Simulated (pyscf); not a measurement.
PySCF, gas phase, ωB97X-D3(BJ)/def2-SVP geometries. MP2 and CC: frozen core, UHF for open shells. ΔMP2 is the change of the MP2 total energy from the triple- to the quadruple-zeta basis.

For the elementary gas-phase step HB=NH + H₂C=CH₂ -> H₃C–CH₂–B=NH (singlet surface; B–H broken, B–C, C–H formed), what barrier and reaction energy does CCSD(T)/def2-TZVPP + ΔMP2(QZVPP) give, measured from the separated reactants?

ΔE‡ = 42.6 kcal/mol, ΔE = -34.8 kcal/mol. Zero-point energy shifts the barrier by +2.1 kcal/mol. It is an addition across a multiple bond or ene-type step, with an imaginary mode of 675i cm⁻¹. At the saddle there is also a short B–C contact that neither side keeps. One saddle was located; it need not be the lowest between these sides. The CCSD(T) − MP2 part came from Ansatz, without density fitting, on the same reference.
